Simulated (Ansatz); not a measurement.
The cell was built from the bcc type and relaxed in the same program, and has space group Im-3m; it needn't be a known or the stable phase.

An input for Nb: DFT, PBE, all-electron LAPW, scalar-relativistic (Ansatz 0.2.0).

Command: `ansatz run input.yaml --threads 1 --pin off --max-ram 2048MiB --backend cpu --events-out ev --progress --plain --runs-dir out` The run took about 9.5 s on 1 thread of a shared machine.

```yaml
crystal:
  lattice:
    - [-1.6549121191, 1.6549121191, 1.6549121191]
    - [1.6549121191, -1.6549121191, 1.6549121191]
    - [1.6549121191, 1.6549121191, -1.6549121191]
  atoms:
    - { symbol: Nb, position: [0.0, 0.0, 0.0] }
kpoints:
  mp_grid: { grid: [16, 16, 16] }
  band_path:
    path:
      - [0.0, 0.0, 0.0]
      - [0.5, -0.5, 0.5]
      - [0.0, 0.0, 0.5]
      - [0.0, 0.0, 0.0]
      - [0.25, 0.25, 0.25]
      - [0.5, -0.5, 0.5]
      - [0.25, 0.25, 0.25]
      - [0.0, 0.0, 0.5]
    npoints: 8
scf:
  occupations: { method: fermi_dirac, width: 0.08 }
hamiltonian:
  xc: pbe
  pseudopotentials: { kind: all_electron, lapw: { basis_error: 0.001 } }
output:
  forces: true
  stress: true
  eigenvalues: true
  populations: true
  dos: { projected: true, de: 0.2, e_range: [-14, 8] }
```

Set-up and iterations as logged by Ansatz (the results part is left out, to be predicted):

```
Nb: projections on atomic orbitals take those of the free atom 1s2 2s2 2p6 3s2 3p6 3d10 4s2 4p6 4d4 5s1, of charge +0.00 (hamiltonian.pseudopotentials.projection_atoms)
LAPW: plane waves up to 7.590 Å⁻¹, error target 1.0e-3 eV per atom; small_component_spin mean_spin; Nb in spheres of 1.433 Å, 29 of its electrons in bands, Dirac shells []
Engine: ansatz 0.2.0
Pseudopotentials: kind: all_electron
Pseudopotential: Nb, LAPW, valence charge 29, Koelling and Harmon's equation, gaussian nucleus
Functional definition: PBE
  parameter kappa = 0.804
  parameter beta = 0.06672455060314922
  exchange = pbe_x(kappa = kappa, mu = beta*pi^2/3)
  correlation = pbe_c(beta = beta)
Crystal: 1 atoms, lattice volume = 18.129 Å³
Basis set: ecut = 219.45747807078385 eV, 135 PW (Γ), exchange–correlation at level 2
Bands: 19, of which v1, the nominal top of the filled ones, is band 15 counted from 1 (14 counted from 0)
Symmetry: 48 space group operations
Space group: Im-3m (ITA 229), of the structure as read, at distance tolerance 2.6e-5 Å
k-points: 145 of 4096
Non-local potential: Nb, projectors of the file, none
Initial density: superposition of atomic densities (chi_scale 0.1, normalization cell)
Initial wavefunctions: plane waves of lowest kinetic energy (no species holds an atomic orbital)
Functional: x = pbe(κ = 0.804, μ = 0.2195149727645171), c = pbe(β = 0.06672455060314922)
iter 1 solved again at ethr=7.61e-4 eV; its pass at ethr=1.00e-1 eV (dr2=2.21e-1 eV) is discarded
SCF iter   1: F=—  HF=-103946.174441 eV  |F-HF|=—  |Δ(HF+E_count)|=         —  Δρ=4.17e-2  dr2=2.22e-1  ethr=7.61e-4  ⟨swp⟩=2.6  Hψ=16973  notcnv=0
SCF iter   2: F=—  HF=-103945.753787 eV  |F-HF|=—  |Δ(HF+E_count)|=   4.21e-1  Δρ=1.91e-2  dr2=5.45e-2  ethr=7.61e-4  ⟨swp⟩=2.1  Hψ=8533  notcnv=0
SCF iter   3: F=—  HF=-103945.734836 eV  |F-HF|=—  |Δ(HF+E_count)|=         —  Δρ=1.04e-2  dr2=1.92e-2  ethr=1.88e-4  ⟨swp⟩=2.0  Hψ=7631  notcnv=0
the basis was enlarged: its passes take 160.6 KiB over the memory plan, 1 of 1 planned eigensolver slots
SCF iter   4: F=—  HF=-103945.734579 eV  |F-HF|=—  |Δ(HF+E_count)|=   2.56e-4  Δρ=4.14e-3  dr2=3.72e-3  ethr=6.61e-5  ⟨swp⟩=2.0  Hψ=7721  notcnv=0
iter 5 solved again at ethr=8.49e-7 eV; its pass at ethr=1.28e-5 eV (dr2=2.46e-4 eV) is discarded
SCF iter   5: F=—  HF=-103945.735023 eV  |F-HF|=—  |Δ(HF+E_count)|=   4.43e-4  Δρ=1.11e-3  dr2=2.46e-4  ethr=8.49e-7  ⟨swp⟩=2.0  Hψ=13419  notcnv=0
SCF iter   6: F=—  HF=-103945.735022 eV  |F-HF|=—  |Δ(HF+E_count)|=   3.52e-7  Δρ=2.35e-4  dr2=5.70e-6  ethr=8.48e-7  ⟨swp⟩=2.0  Hψ=7942  notcnv=0
SCF iter   7: F=-103945.735023 eV  HF=-103945.735023 eV  |F-HF|=1.05e-8  |Δ(HF+E_count)|=   9.22e-7  Δρ=2.03e-5  dr2=3.03e-8  ethr=1.97e-8  ⟨swp⟩=2.0  Hψ=7942  notcnv=0
```

Spin polarisation is left out, and whether a magnetic state lies lower isn't shown here.

Task: What pressure will this run report?

Result: -0.01 GPa (positive in compression).

Task: Is there a band gap?

Result: none: with an odd electron count and no spin polarisation the bands can't all be full, a metal in this set-up (spin order or a larger cell could open a gap).
